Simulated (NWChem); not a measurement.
formic acid (CH2O2); SMILES O=CO

```xyz
5

O      0.1210    -1.1284     0.0000
C     -0.4005     0.1138     0.0000
O      0.2385     1.1352     0.0000
H      1.0931    -1.0242     0.0000
H     -1.4982     0.0469     0.0000
```
Atoms are numbered in this order, from 1.

Computed with NWChem. Geometry: optimised at B3LYP/6-31G* (spherical d). Level: PBE0/def2-SVP with SMD (1 M gas to 1 M solution), gas-phase geometry.

For solvent 2-propanol:

| Property | Value |
|---|---|
| cavity-dispersion-structure term (kcal/mol) | 2.8 |
| dipole in solution (D) | 1.89 |

Q: Estimate the same quantities for solvent water.

A: 
- cavity-dispersion-structure term (kcal/mol): 4.2
- dipole in solution (D): 1.99
